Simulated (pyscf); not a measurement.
Thermochemistry of product channels of O=Ti=O + S=S [triplet] on the triplet surface, in kcal/mol, from CCSD(T)/def2-TZVPP + ΔMP2(QZVPP) energies (ideal gas, 1 atm, RRHO with modes under 100 cm⁻¹ raised to 100, one conformer, R ln 2 for chiral ones without a mode under 150 cm⁻¹). Single points on ωB97X-D3(BJ)/def2-SVP structures (PySCF, gas phase). Correlated levels are frozen-core, on RHF or UHF. ΔMP2 is the change of the MP2 total energy from the triple- to the quadruple-zeta basis.

| products | ΔE | ΔH(298 K) | ΔG(298 K) | ΔG(600 K) |
|---|---|---|---|---|
| O=Ti=S + O=S [triplet] | +19.3 | +19.3 | +18.4 | ___ |
| cyclic O₂STi (SMILES [O]=[Ti]1[O][S]1) + S [triplet] | +29.8 | +30.1 | +31.5 | ___ |

What belongs in the gaps?


- O=Ti=S + O=S [triplet], ΔG(600 K): +17.5
- cyclic O₂STi (SMILES [O]=[Ti]1[O][S]1) + S [triplet], ΔG(600 K): +32.7

These are energies of the channels, which say nothing of barriers. The CCSD(T) − MP2 part came from Ansatz, without density fitting, on the same reference. The frozen core leaves the outer d or s,p core shells of the metals and heavy elements correlated in the MP2 and CC values, and def2-TZVPP describes them poorly, which can shift differences by a few kcal/mol. Left out: orbital degeneracy and the spin-orbit lowering of S.
